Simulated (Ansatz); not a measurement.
**AlH5O: nudged elastic band for an internal rotation in Python**

Wanted for AlH5O: a nudged elastic band for an internal rotation.

All numbers are computed with the Python package of Ansatz 0.2.0. Level of theory: PBE0/6-31G*.

### Step 1. Starting point

Bond lengths: O1–Al2 1.864 Å, O1–H3 0.976 Å, O1–H4 0.992 Å, Al2–H5 1.613 Å, Al2–H6 1.604 Å, Al2–H7 1.624 Å. Angles: O1–Al2–H5 109.1°, O1–Al2–H6 111.7°, O1–Al2–H7 107.9°, H5–Al2–H6 109.4°, H5–Al2–H7 109.0°, H6–Al2–H7 109.6°, Al2–O1–H3 103.1°, Al2–O1–H4 102.7°, H3–O1–H4 112.0°.

No structure file is read: the coordinates are typed or built in the script.

### Step 2. The code

The input, neb_alh5o.py:

```python
"""Path and barrier for turning a threefold group of AlH5O."""

import logging
import sys

import ansatz
import numpy as np

logging.basicConfig(stream=sys.stdout, format="%(levelname)s %(message)s")
logger = logging.getLogger("alh5o")
logger.setLevel(logging.INFO)

BASIS = "6-31G*"
XC = "PBE0"

geometry_ang = [
    ("O", (-0.3473, -1.1963, -0.1185)),
    ("Al", (0.0216, 0.6312, -0.1033)),
    ("H", (-0.6207, -1.3738, 0.801)),
    ("H", (0.5369, -1.5947, -0.3269)),
    ("H", (0.4936, 1.0858, -1.5769)),
    ("H", (-1.2588, 1.492, 0.3353)),
    ("H", (1.236, 0.8878, 0.9436)),
]
molecule = ansatz.Crystal.molecule()
for symbol, xyz in geometry_ang:
    molecule = molecule.atom(symbol, xyz)

setup = molecule.calculation().basis(gaussian=BASIS).functional(XC)
symbols = [site.symbol for site in molecule.cartesian_sites]
start = np.array([site.position_ang for site in molecule.cartesian_sites], dtype=float)
rep = setup.relax(force_tolerance=0.005).run(threads=1, pin="off").report
end = np.array(rep["positions_ang"])

# the end point is the same minimum with the three like atoms permuted
first, second, third = [4, 5, 6]
turned = end.copy()
turned[[first, second, third]] = end[[second, third, first]]
listed = lambda xyz: [{"symbol": s, "position_ang": p.tolist()} for s, p in zip(symbols, xyz)]
deck = setup.input().to_dict()
deck["crystal"]["atoms"] = listed(end)
deck["neb"] = {"final_atoms": listed(turned), "images": 4, "initial_path": "idpp", "f_tol": 0.03, "max_iterations": 40}
rounds = []
band = ansatz.Session.from_dict(deck).plan().execute(on_event=lambda e: rounds.append(e["data"]) if e["event"] == "neb_iteration" else None)
for each in rounds:
    logger.info(f"round {each['iteration']:2d}  largest band force {each['band_force_max_ev_ang']:.4f} eV/A")
images = rounds[-1]["images"]
for image in images:
    logger.info(f"s = {image['path_coordinate_ang']:6.3f} A   {(image['lagrangian_ev'] - images[0]['lagrangian_ev']):8.3f} eV")
```

### Step 3. What the engine is handed

The engine receives this input (first run):

```yaml
crystal:
  periodic: [false, false, false]
  atoms:
    - { symbol: O, position_ang: [-0.3473, -1.1963, -0.1185] }
    - { symbol: Al, position_ang: [0.0216, 0.6312, -0.1033] }
    - { symbol: H, position_ang: [-0.6207, -1.3738, 0.801] }
    - { symbol: H, position_ang: [0.5369, -1.5947, -0.3269] }
    - { symbol: H, position_ang: [0.4936, 1.0858, -1.5769] }
    - { symbol: H, position_ang: [-1.2588, 1.492, 0.3353] }
    - { symbol: H, position_ang: [1.236, 0.8878, 0.9436] }
basis:
  gaussian:
    orbitals: "6-31G*"
hamiltonian:
  xc: pbe0
relax:
  f_tol: 0.005
```

### Step 4. Launch

Launch:

```sh
> python neb_alh5o.py
```

The program printed:

```text
INFO round  1  largest band force 0.2077 eV/A
INFO round  2  largest band force 0.1004 eV/A
INFO round  3  largest band force 0.0589 eV/A
INFO round  4  largest band force 0.0186 eV/A
INFO s =  0.000 A      0.000 eV
INFO s =  0.433 A      0.003 eV
INFO s =  0.866 A      0.007 eV
INFO s =  1.300 A      0.008 eV
INFO s =  1.813 A      0.004 eV
INFO s =  2.327 A      0.000 eV
```

Wall time 79 s (1 thread of Arm Neoverse V2, shared host); peak memory 0.18 GiB.

### Step 5. What changed from run to run

The engine's inputs for the other runs:

Run 2, against run 1:

```diff
@@ -4,7 +4,7 @@
-    - { symbol: O, position_ang: [-0.3473, -1.1963, -0.1185] }
-    - { symbol: Al, position_ang: [0.0216, 0.6312, -0.1033] }
-    - { symbol: H, position_ang: [-0.6207, -1.3738, 0.801] }
-    - { symbol: H, position_ang: [0.5369, -1.5947, -0.3269] }
-    - { symbol: H, position_ang: [0.4936, 1.0858, -1.5769] }
-    - { symbol: H, position_ang: [-1.2588, 1.492, 0.3353] }
-    - { symbol: H, position_ang: [1.236, 0.8878, 0.9436] }
+    - { symbol: O, position_ang: [-0.1459911800146852, -1.1717946636840741, -0.1573383526671092] }
+    - { symbol: Al, position_ang: [0.1438095399881992, 0.855655631344253, -0.15382018310398204] }
+    - { symbol: H, position_ang: [-0.995913290077698, -1.3807353004593943, 0.2583425343315683] }
+    - { symbol: H, position_ang: [0.5398067243962386, -1.6010558225722933, 0.3758115742112172] }
+    - { symbol: H, position_ang: [0.3126425036116564, 1.2113104585327477, -1.7032102801216087] }
+    - { symbol: H, position_ang: [-1.254692265114085, 1.203677038050373, 0.564086693225597] }
+    - { symbol: H, position_ang: [1.461637967210374, 0.814942658788389, 0.7704280141243176] }
@@ -16,2 +16,13 @@
-relax:
-  f_tol: 0.005
+neb:
+  final_atoms:
+    - { symbol: O, position_ang: [-0.1459911800146852, -1.1717946636840741, -0.1573383526671092] }
+    - { symbol: Al, position_ang: [0.1438095399881992, 0.855655631344253, -0.15382018310398204] }
+    - { symbol: H, position_ang: [-0.995913290077698, -1.3807353004593943, 0.2583425343315683] }
+    - { symbol: H, position_ang: [0.5398067243962386, -1.6010558225722933, 0.3758115742112172] }
+    - { symbol: H, position_ang: [-1.254692265114085, 1.203677038050373, 0.564086693225597] }
+    - { symbol: H, position_ang: [1.461637967210374, 0.814942658788389, 0.7704280141243176] }
+    - { symbol: H, position_ang: [0.3126425036116564, 1.2113104585327477, -1.7032102801216087] }
+  images: 4
+  initial_path: idpp
+  f_tol: 0.03
+  max_iterations: 40
```

Lines on the test bed's own set-up are left out of the output.

### Step 6. What each run gave

From the records of these 2 runs:

```
run  kind of run  energy from run 1 (eV)  SCF cycles in all  CPU time (s)
  1   relaxation                  0.0000                184            34
  2   band (NEB)                  0.0084                414            45
```

### Step 7. Path of the relaxation of run 1

Step by step:

| step | E - E(step 1) (eV) | largest force component (eV/Å) |
| --- | --- | --- |
| 1 | 0.0000 | 3.2658 |
| 2 | -0.3718 | 1.1054 |
| 3 | -0.4742 | 0.4074 |
| 4 | -0.4875 | 0.1490 |
| 5 | -0.4914 | 0.0347 |
| 6 | -0.4922 | 0.0297 |
| 7 | -0.4806 | 0.6997 |
| 8 | -0.4929 | 0.0745 |
| 9 | -0.4916 | 0.3536 |
| 10 | -0.4940 | 0.0114 |
| 11 | -0.4944 | 0.1298 |
| 12 | -0.4951 | 0.0995 |
| 13 | -0.4941 | 0.3018 |
| 14 | -0.4958 | 0.0669 |
| 15 | -0.4971 | 0.0244 |
| 16 | -0.4961 | 0.2822 |
| 17 | -0.4971 | 0.0741 |
| 18 | -0.4984 | 0.0063 |
| 19 | -0.4982 | 0.1666 |
| 20 | -0.4987 | 0.0071 |
| 21 | -0.4990 | 0.0375 |
| 22 | -0.4990 | 0.1060 |
| 23 | -0.4989 | 0.0491 |
| 24 | -0.4991 | 0.0056 |
| 25 | -0.4992 | 0.0114 |
| 26 | -0.4994 | 0.0476 |
| 27 | -0.4994 | 0.0538 |
| 28 | -0.4995 | 0.0203 |
| 29 | -0.4995 | 0.0067 |
| 30 | -0.4995 | 0.0032 |
| 31 | -0.4995 | 0.0037 |

Step 1 is the start. Steps 7, 9, 13, 16, 19, 22, 23 were tried and not accepted.

Before: Bond lengths: O1–Al2 1.864 Å, O1–H3 0.976 Å, O1–H4 0.992 Å, Al2–H5 1.613 Å, Al2–H6 1.604 Å, Al2–H7 1.624 Å. Angles: O1–Al2–H5 109.1°, O1–Al2–H6 111.7°, O1–Al2–H7 107.9°, H5–Al2–H6 109.4°, H5–Al2–H7 109.0°, H6–Al2–H7 109.6°, Al2–O1–H3 103.1°, Al2–O1–H4 102.7°, H3–O1–H4 112.0°.

After: Bond lengths: O1–Al2 2.048 Å, O1–H3 0.969 Å, O1–H4 0.969 Å, Al2–H5 1.599 Å, Al2–H6 1.610 Å, Al2–H7 1.610 Å. Angles: O1–Al2–H5 103.5°, O1–Al2–H6 95.3°, O1–Al2–H7 95.3°, H5–Al2–H6 118.4°, H5–Al2–H7 118.4°, H6–Al2–H7 117.4°, Al2–O1–H3 109.7°, Al2–O1–H4 109.7°, H3–O1–H4 106.8°.

### Step 8. Images of the final band

```
image  path of all atoms (Å)  energy from image 0 (eV)     atom 3: x y z (Å)
    0                  0.000                    0.0000   -0.996 -1.381 0.258
    1                  0.433                    0.0026  -1.014 -1.425 -0.065
    2                  0.866                    0.0073  -0.939 -1.439 -0.358
    3                  1.300                    0.0084  -0.798 -1.425 -0.588
    4                  1.813                    0.0035  -0.579 -1.416 -0.778
    5                  2.327                    0.0000  -0.228 -1.459 -0.903
```

### Step 9. Summary of results

| quantity | value |
| --- | --- |
| runs compared | 2 |
| moves of the relaxation of run 1 | 23 |
| energy gained in run 1 | 0.500 eV |
| last largest force component of run 1 | 0.0037 eV/Å |
| barrier forwards | 0.008 eV |
| barrier backwards | 0.008 eV |
| end to end | 0.000 eV |
| band iterations | 4 |

Run 1: After 23 moves the largest shift is 0.703 Å, of atom 4 (H). The highest image, number 3, lies 0.008 eV above the start, about 0.3 times kT at 300 K. The energies are electronic: no zero-point or thermal terms, and the basis set is short of its limit.
